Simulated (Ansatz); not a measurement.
Reaction (SMILES): C[S] (CH3-S) → C[S-] (an electron is taken up)
B3LYP-D3(BJ)/def2-TZVP geometries, fixed; electronic energies without zero-point terms; positive where energy is released.

Basis-set convergence of the adiabatic electron affinity at PBE with Ansatz (a program for electronic structure). Cartesian d functions, on some or all atoms, in 6-311G**; all else is spherical. The program fits the integrals of some runs and decomposes those of others, by size. Open shells are unrestricted. No added dispersion term, no relativity. Functions are those of the species that has most. Reference: the value in aug-pcseg-3, 1.809 eV, itself unsure by roughly 0.006 eV (its mean distance from aug-cc-pV(Q+d)Z, def2-QZVPPD).

```
basis            functions  adiabatic electron affinity (eV)
---------------  ---------  --------------------------------
3-21G                   28                             1.279
def2-SV(P)              38                             0.963
pcseg-1                 47                             1.618
cc-pV(D+d)Z             52                             1.165
6-311G**                63                                 ?
aug-pcseg-1             77                                 ?
6-311++G(2d,2p)         92                             1.810
def2-TZVPD             110                             1.802
cc-pV(T+d)Z            111                             1.499
def2-TZVPPD            139                             1.801
aug-pcseg-2            165                                 ?
aug-cc-pV(T+d)Z        170                                 ?
def2-QZVPPD            241                             1.802
```

### Question
Complete the blanks.

### Answer

- 6-311G**, adiabatic electron affinity (eV): 1.774
- aug-pcseg-1, adiabatic electron affinity (eV): 1.869
- aug-pcseg-2, adiabatic electron affinity (eV): 1.813
- aug-cc-pV(T+d)Z, adiabatic electron affinity (eV): 1.805
